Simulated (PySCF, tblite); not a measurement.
A complex of methanol and water

A gas-phase complex of methanol and water; neutral, singlet. The structure comes from a short search (6 tight-binding starts) and was relaxed by PBE0-D3(BJ)/def2-TZVPD; another way of binding may lie lower. No frequency run checks that it is a minimum.

Parts: 1 = methanol (CO), atoms 1–6; 2 = water (O), atoms 7–9.

```xyz
9

C    -0.378    0.011    0.003
O     0.850    0.280   -0.652
H    -1.138   -0.075   -0.774
H    -0.660    0.824    0.679
H    -0.345   -0.930    0.561
H     1.535    0.412    0.008
O     1.520   -1.809   -2.485
H     1.323   -1.054   -1.909
H     1.580   -1.439   -3.368
```
Atoms count from 1 in this order.

```tsv
contact	kind (by geometry)	distance (Å)	angle (°)
H8···O2	hydrogen bond	1.893	174
```

Interaction energies are complex less parts, with the parts frozen as they stand in it; counterpoise-corrected, in kcal/mol (PySCF). The CCSD(T) estimate is Hartree-Fock/aug-cc-pVQZ, plus the MP2 correlation part extrapolated as X⁻³ from aug-cc-pVTZ and aug-cc-pVQZ, plus CCSD(T) less MP2 in aug-cc-pVDZ; noble-gas cores are frozen. It isn't the exact limit.

```tsv
level	interaction	superposition error removed
Hartree-Fock/aug-cc-pVQZ	-3.79	-
wB97M-D3(BJ)/def2-TZVPD	-5.56	-0.08
PBE0-D3(BJ)/def2-TZVPD	-5.86	-0.07
MP2/aug-cc-pVQZ	-5.58	-0.28
```

**Question.** What does CCSD(T) at its estimated basis limit give, and which of these levels comes nearest?

**Answer.** -5.58 kcal/mol. wB97M-D3(BJ)/def2-TZVPD and MP2/aug-cc-pVQZ come equally near, within the error of the estimate; the errors are Hartree-Fock/aug-cc-pVQZ +1.80, wB97M-D3(BJ)/def2-TZVPD +0.03, PBE0-D3(BJ)/def2-TZVPD -0.28, MP2/aug-cc-pVQZ +0.01.

**Question.** What holds them together? Decompose the wB97M-D3(BJ)/def2-TZVPD energy: frozen parts, their antisymmetrised product, then relaxation.

**Answer.** electrostatic -9.5, Pauli repulsion +8.4, orbital relaxation -3.6, dispersion correction -0.9 kcal/mol, which sum to the value before the counterpoise correction; the Pauli term holds the exchange-correlation of the frozen density too. Of the attraction, 68 % is electrostatic, 26 % is orbital relaxation, 6 % is dispersion correction.

The parts were also relaxed and run alone, at the levels used for the complex: shieldings by PBE0/pcSseg-2; core levels by delta-SCF with SCAN, pcX-2 on the ionised atom and pcseg-1 elsewhere, spin-free X2C.

**Question.** How do these values change when the complex forms?

**Answer.** 
```json
{"property": "O7–H8 bond (Å)", "alone": "0.960", "in the complex": "0.970", "change": "+0.010"}
{"property": "shielding of H8 (ppm)", "alone": "30.89", "in the complex": "27.45", "change": "-3.43"}
{"property": "shielding of O2 (ppm)", "alone": "329.4", "in the complex": "322.9", "change": "-6.5"}
{"property": "shielding of O7 (ppm)", "alone": "329.1", "in the complex": "327.9", "change": "-1.3"}
{"property": "C1 1s core level (eV)", "alone": "292.41", "in the complex": "292.78", "change": "+0.37"}
{"property": "O2 1s core level (eV)", "alone": "538.99", "in the complex": "539.53", "change": "+0.55"}
{"property": "O7 1s core level (eV)", "alone": "539.76", "in the complex": "538.44", "change": "-1.32"}
```
